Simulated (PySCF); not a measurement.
An unknown is described by computed data only.

Elements present: C, F and H. Monoisotopic mass: 90.0281 u.

* Dipole: 3.38 D [PBE0/def2-SVPD]
* XPS: C1s 291.3, C1s 291.7, C1s 291.7, C1s 295.4, F1s 692.7 (×2) eV [ΔSCF SCAN, pcX-2 on the ionised atom, pcseg-1 elsewhere, spin-free X2C]
* Polarisability: 46.9 au [PBE0/def2-SVPD]
* Valence photoelectron: vertical ionisation energy: 10.73 eV [ΔSCF PBE0/def2-SVPD]
* UV, strongest line: among the 10 lowest singlet transitions: S2 at 7.65 eV (162 nm, f = 0.162) [TDDFT PBE0/def2-SVPD]
* Triplet: lowest triplet excitation (Tamm–Dancoff): 4.96 eV [TDA PBE0/def2-SVPD]
* 13C NMR: chemical shifts (computed TMS as zero) by class: 138.3 (1 C), 118.2 (1 C), 107.5 (1 C), 11.2 (1 C) ppm [GIAO KT3/pcSseg-2]
* Rotational structure: rotational constants A, B, C: 6.052, 2.709, 2.591 GHz [PBE0-D3(BJ)/def2-SVP]

Gas-phase values; electronic properties from PySCF, density fitting. Levels stand in brackets. Isolated species at its PBE0-D3(BJ)/def2-SVP geometry, gas phase. NMR values are class means; diastereotopic atoms form classes of their own.

Question: Which formula fits the mass and the elements?

Answer: C4H4F2 (calculated 90.0281). No other formula that holds each of these elements comes within 0.0003 u with a fitting electron parity and a possible valence count.

Question: Propose a structure and show how it fits.

Answer: Numbering: `[CH3:1][C:2]1=[CH:3][C:4]1([F:5])[F:6]`. Its formula, C4H4F2, gives 2 degrees of unsaturation: 1 ring and 1 π bond in the structure found. 4 carbons fall into 4 classes; from least to most shielded: fully substituted alkene carbon [C2] (138.3 ppm), alkene CH carbon [C3] (118.2 ppm), CF2 carbon [C4] (107.5 ppm), allylic carbon [C1] (11.2 ppm). The core levels belong to: C1s 291.3 eV, alkene CH carbon [C3]; C1s 291.7 eV, fully substituted alkene carbon [C2]; C1s 291.7 eV, allylic carbon [C1]; C1s 295.4 eV, CF2 carbon [C4]; F1s 692.7 eV, fluorine of a CF2 group [F5/F6]. The first electron is taken from the HOMO, whose largest Löwdin shares are 0.24 on the CF2 carbon, 0.16 on the fully substituted alkene carbon and 0.16 on each of 2 atoms of one kind (fluorine of a CF2 group). The optimised geometry has point group Cs and is an asymmetric top. Structure: `CC1=CC1(F)F`. Computed isomers that give other values at the same levels: `F[C@@H]1C=C[C@H]1F` (rotational constant A: 5.677 GHz; this holds for the one conformer computed); `FCC#CCF` (rotational constant A: 15.973 GHz; this holds for the one conformer computed); `FC(F)C1=CC1` (rotational constant A: 7.109 GHz; this holds for the one conformer computed). The assignments are read from this structure; whether some other isomer fits the data as well wasn't checked.
